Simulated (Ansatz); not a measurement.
Cost and result for the atomization energy of CH5AlS (8 atoms, 8 bonds).

Cartesian coordinates in Å:
```
Al 0.622 0.847 0.514
C -0.957 -0.095 -0.158
S 0.215 -1.532 -0.052
H 1.652 1.407 -0.555
H 0.749 1.058 2.078
H -1.374 -0.030 -1.160
H -1.746 -0.324 0.558
H 0.839 -1.332 -1.225
```

Charge 0, multiplicity 1. The bonds changed during the relaxation, so this is another structure than the one it started from. All single points use the PBE0-D4/def2-TZVP geometry. It is one conformer, not always the lowest. Program: Ansatz. All runs use 2 threads of an AMD EPYC 9R45 on a shared host. Times are those of one run each, without the atoms' runs, and a repeat can differ threefold. Electronic energies, without spin–orbit coupling; frozen cores. CCSD(T)/CBS adds CCSD(T) − MP2 in def2-TZVPP to the MP2 limit, and its time is that of the two runs behind it. T1 = 0.011. B3LYP takes the VWN-RPA correlation (the form of Gaussian; ORCA's B3LYP/G). HSE06 is the plane-wave form, built on full-range PBE exchange.

CCSD(T)/CBS is a level of theory with its own doubt, some kJ/mol a heavy atom from the limit and from the frozen cores, so smaller differences don't rank the functionals.

```json
{"level": "LDA (SPW92)/def2-TZVPP", "functions": "185", "wall time": "0.45 s"}
{"level": "CCSD(T)/def2-SVP", "functions": "75", "wall time": "0.5 s"}
{"level": "PBE-D4/def2-TZVPP (with forces)", "functions": "185", "wall time": "0.9 s"}
{"level": "PBE0-D4/def2-TZVPP", "functions": "185", "wall time": "0.95 s"}
{"level": "BHLYP-D4/def2-TZVPP", "functions": "185", "wall time": "0.95 s"}
{"level": "HSE06-D4/def2-TZVPP", "functions": "185", "wall time": "1.1 s"}
{"level": "B3LYP-D4/def2-TZVPP (with forces)", "functions": "185", "wall time": "1.4 s"}
{"level": "r2SCAN-D4/def2-TZVPP (with forces)", "functions": "185", "wall time": "1.4 s"}
{"level": "r2SCANh-D4/def2-TZVPP", "functions": "185", "wall time": "1.5 s"}
{"level": "ωB97M-V/def2-TZVPP (with forces)", "functions": "185", "wall time": "3.1 s"}
{"level": "MP2/def2-QZVPP", "functions": "347", "wall time": "4.5 s"}
{"level": "CCSD(T)/def2-TZVPP", "functions": "185", "wall time": "8.5 s"}
{"level": "CCSD(T)/CBS(def2)", "functions": "–", "wall time": "13 s"}
```

What atomization energy does each give, and how far from CCSD(T)/CBS? (Best estimate.)

Ansatz gave: 
```json
{"level": "LDA (SPW92)/def2-TZVPP", "atomization (kcal/mol)": "653.6", "difference from CCSD(T)/CBS": "72.7", "per bond": "9.1"}
{"level": "CCSD(T)/def2-SVP", "atomization (kcal/mol)": "545.4", "difference from CCSD(T)/CBS": "-35.5", "per bond": "-4.4"}
{"level": "PBE-D4/def2-TZVPP (with forces)", "atomization (kcal/mol)": "583.4", "difference from CCSD(T)/CBS": "2.5", "per bond": "0.3"}
{"level": "PBE0-D4/def2-TZVPP", "atomization (kcal/mol)": "577.9", "difference from CCSD(T)/CBS": "-3.0", "per bond": "-0.4"}
{"level": "BHLYP-D4/def2-TZVPP", "atomization (kcal/mol)": "566.5", "difference from CCSD(T)/CBS": "-14.4", "per bond": "-1.8"}
{"level": "HSE06-D4/def2-TZVPP", "atomization (kcal/mol)": "578.2", "difference from CCSD(T)/CBS": "-2.7", "per bond": "-0.3"}
{"level": "B3LYP-D4/def2-TZVPP (with forces)", "atomization (kcal/mol)": "578.0", "difference from CCSD(T)/CBS": "-2.9", "per bond": "-0.4"}
{"level": "r2SCAN-D4/def2-TZVPP (with forces)", "atomization (kcal/mol)": "583.1", "difference from CCSD(T)/CBS": "2.2", "per bond": "0.3"}
{"level": "r2SCANh-D4/def2-TZVPP", "atomization (kcal/mol)": "580.4", "difference from CCSD(T)/CBS": "-0.5", "per bond": "-0.1"}
{"level": "ωB97M-V/def2-TZVPP (with forces)", "atomization (kcal/mol)": "583.4", "difference from CCSD(T)/CBS": "2.5", "per bond": "0.3"}
{"level": "MP2/def2-QZVPP", "atomization (kcal/mol)": "576.3", "difference from CCSD(T)/CBS": "-4.6", "per bond": "-0.6"}
{"level": "CCSD(T)/def2-TZVPP", "atomization (kcal/mol)": "565.7", "difference from CCSD(T)/CBS": "-15.2", "per bond": "-1.9"}
{"level": "CCSD(T)/CBS(def2)", "atomization (kcal/mol)": "580.9", "difference from CCSD(T)/CBS": "0.0", "per bond": "0.0"}
```

From PBE to PBE0 (25 % exact exchange), in def2-TZVPP and without D4, the atomization energy moves by −4.9 kcal/mol: exact exchange takes away binding that semilocal exchange gives to molecules. In def2-TZVPP, CCSD(T) changes the Hartree–Fock value by +139.9 kcal/mol (the triples alone add +7.8 kcal/mol) and MP2 by +141.5 kcal/mol; breaking electron pairs costs correlation energy, which Hartree–Fock lacks. The D4 term adds +5.8 kcal/mol with B3LYP and +3.0 kcal/mol with PBE0; it sums over pairs of atoms, weighted by their polarisabilities, and B3LYP, whose exchange is more repulsive, gets the larger term.
